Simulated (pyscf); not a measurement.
PySCF, gas phase, ωB97X-D3(BJ)/def2-SVP geometries.

**Question.** For the elementary gas-phase step `[OH2]` + `[OH][Si]([OH])([OH])[O][Si]([OH])([OH])[F]` → `[OH][Si]([OH])([OH])[O][Si]([OH])([OH])[OH]` + `[FH]` (singlet surface; H–O, F–Si broken, O–Si, F–H formed), what barrier and reaction energy does B3LYP-D3(BJ)/def2-TZVP give, measured from the separated reactants?

**Answer.** ΔE‡ = 21.6 kcal/mol, ΔE = +8.5 kcal/mol. ωB97M-D3(BJ)/def2-TZVP gives 20.7 kcal/mol and +8.3 kcal/mol. Zero-point energy shifts the barrier by +1.5 kcal/mol. It is a four-centre exchange, with an imaginary mode of 751i cm⁻¹. On the product side the descent ends in a bound adduct, 10.3 kcal/mol under the separated species and 23.2 kcal/mol under the saddle at ωB97X-D3(BJ)/def2-TZVP. One saddle was located; it need not be the lowest between these sides.
